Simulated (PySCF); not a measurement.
How the method moves the bond dissociation enthalpies of neopentane

Structure: `CC(C)(C)C` (C5H12). Non-hydrogen atoms are numbered in `[CH3:1][C:2]([CH3:3])([CH3:4])[CH3:5]`.

All levels share the PBE0-D3(BJ)/def2-SVP structures and the GFN2-xTB thermal terms; only the single-point energies (PySCF) change. Values are bond dissociation enthalpies (298 K, kJ/mol).

| level | C1–C2 | C1–H |
| --- | --- | --- |
| HF/def2-TZVP | 223 | 315 |
| B3LYP-D3(BJ)/def2-TZVP | 332 | 418 |
| B97-2/def2-TZVP | 334 | 415 |
| LC-ωPBE/def2-TZVP | 336 | 409 |
| PBE0-D3(BJ)/def2-TZVP | 343 | 411 |
| PBE0-D3(BJ)/6-311++G(2d,2p) | 344 | 412 |
| PBE0-D3(BJ)/6-311+G** | 346 | 412 |
| PBE0-D3(BJ)/ma-def2-SVP | 349 | 411 |
| PBE0-D3(BJ)/aug-cc-pVDZ | 350 | 409 |
| PBE0-D3(BJ)/pcseg-1 | 351 | 413 |
| PBE0-D3(BJ)/6-31G | 351 | 418 |
| PBE0-D3(BJ)/cc-pVDZ | 352 | 411 |
| PBE0-D3(BJ)/def2-SVPD | 355 | 413 |
| PBE0-D3(BJ)/def2-SV(P) | 356 | 407 |
| PBE0-D3(BJ)/6-31G* | 359 | 419 |
| ωB97M-D3(BJ)/def2-TZVP (grid 3) | 360 | 427 |
| LDA/def2-TZVP | 416 | 463 |

Hartree-Fock leaves out electron correlation, so its bond energies come out too low, often by 100 kJ/mol or more.

The widest spread is that of C1–C2: 194 kJ/mol, from 223 to 416.

Differences come from unrounded values, so a last digit can differ from that of the printed terms.
